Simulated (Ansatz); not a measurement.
Mulliken charges of `C/N=C/Cl` from PBE/def2-TZVPP in Ansatz (PBE0-D4/def2-TZVP geometry).

```
atom   x (Å)   y (Å)   z (Å)  charge (e)
  C1   0.026   1.056   0.245      -0.136
  N2   0.364  -0.310   0.555      -0.117
  C3   0.016  -1.191  -0.252      -0.022
 Cl4   0.367  -2.861   0.021      -0.061
  H5  -0.517   1.178  -0.702       0.058
  H6  -0.580   1.462   1.058       0.106
  H7   0.945   1.646   0.206       0.106
  H8  -0.528  -1.036  -1.187       0.066
```

Task: By hand: the dipole of these point charges (1 e Å = 4.8032 D).

Result: Σ q r = (-0.095, 0.423, -0.079) e Å, of length 0.441 e Å = 2.12 D.

Task: How does the dipole of the full density compare? (Best estimate.)

Result: Computed: (-0.189, 0.342, -0.264) e Å, 2.27 D; the point charges give 0.93 times that, at 28° from its direction.

Point charges leave out the atoms' own dipoles, such as those of lone pairs, and Mulliken's split depends on the basis, so the two needn't agree.
